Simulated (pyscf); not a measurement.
Four-centre exchange: H₂S + H₃Si–SH -> H₃Si–SH + H₂S

Gas phase, singlet surface, charge 0. Bonds broken: S1–H8, Si2–S7. Bonds formed: S1–Si2, S7–H8. PySCF, gas phase, ωB97X-D3(BJ)/def2-SVP geometries. Correlated levels are frozen-core, on RHF or UHF. ΔMP2 is the change of the MP2 total energy from the triple- to the quadruple-zeta basis.

Transition state (Å):

```xyz
9

S     -0.0092    -1.2925     0.1547
Si    -1.4555     0.6751    -0.0387
H     -0.8640    -2.0520    -0.5609
H     -2.4087     0.7182    -1.1834
H     -2.3007    -0.0062     1.0109
H     -1.0608     1.9247     0.6674
S      0.3051     1.1267    -1.7436
H      0.5391    -0.5380    -1.0076
H      1.2213     1.6316    -0.8925
```

One imaginary mode, 768i cm⁻¹; descent along it reached the two sides named.

```tsv
bond	change	reactant side (Å)	saddle	product side
S1–H8	breaks	1.347	1.490	2.7
Si2–S7	breaks	2.136	2.492	3.7
S1–Si2	forms	3.8	2.450	2.154
S7–H8	forms	4.1	1.835	1.348
```

Electronic energies relative to the separated reactants (kcal/mol):

```json
[
 {"level": "ωB97X-D3(BJ)/def2-TZVP", "barrier": "38.0", "reaction energy": "0.0", "reverse barrier": "38.0"},
 {"level": "PBE/def2-TZVP", "barrier": "30.7", "reaction energy": "0.0", "reverse barrier": "30.7"},
 {"level": "r²SCAN/def2-TZVP", "barrier": "33.8", "reaction energy": "0.0", "reverse barrier": "33.8"},
 {"level": "B3LYP-D3(BJ)/def2-TZVP", "barrier": "36.3", "reaction energy": "0.0", "reverse barrier": "36.3"},
 {"level": "PBE0-D3(BJ)/def2-TZVP", "barrier": "33.5", "reaction energy": "0.0", "reverse barrier": "33.5"},
 {"level": "M06-2X/def2-TZVP", "barrier": "39.7", "reaction energy": "0.0", "reverse barrier": "39.7"},
 {"level": "ωB97M-D3(BJ)/def2-TZVP", "barrier": "39.9", "reaction energy": "0.0", "reverse barrier": "39.9"},
 {"level": "HF/def2-TZVP", "barrier": "61.6", "reaction energy": "0.0", "reverse barrier": "61.6"},
 {"level": "MP2/def2-QZVPP", "barrier": "39.0", "reaction energy": "0.0", "reverse barrier": "39.0"},
 {"level": "CCSD/def2-TZVPP", "barrier": "46.0", "reaction energy": "0.0", "reverse barrier": "46.0"},
 {"level": "CCSD(T)/def2-TZVPP", "barrier": "42.1", "reaction energy": "0.0", "reverse barrier": "42.1"},
 {"level": "CCSD(T)/def2-TZVPP + ΔMP2(QZVPP)", "barrier": "41.4", "reaction energy": "0.0", "reverse barrier": "41.4"}
]
```

With CCSD(T)/def2-TZVPP + ΔMP2(QZVPP) energies and thermal terms (ideal gas, 1 atm, RRHO with modes under 100 cm⁻¹ raised to 100, one conformer, R ln 2 for chiral ones without a mode under 150 cm⁻¹), in kcal/mol:

```json
[
 {"T (K)": "298", "ΔH‡": "40.5", "ΔG‡": "50.9", "ΔH": "0.0", "ΔG": "0.0"},
 {"T (K)": "600", "ΔH‡": "40.9", "ΔG‡": "61.2", "ΔH": "0.0", "ΔG": "0.0"},
 {"T (K)": "900", "ΔH‡": "41.7", "ΔG‡": "71.2", "ΔH": "0.0", "ΔG": "0.0"},
 {"T (K)": "1200", "ΔH‡": "42.5", "ΔG‡": "81.0", "ΔH": "0.0", "ΔG": "0.0"}
]
```

One saddle was located; it need not be the lowest between these sides. The CCSD(T) − MP2 part came from Ansatz, without density fitting, on the same reference.
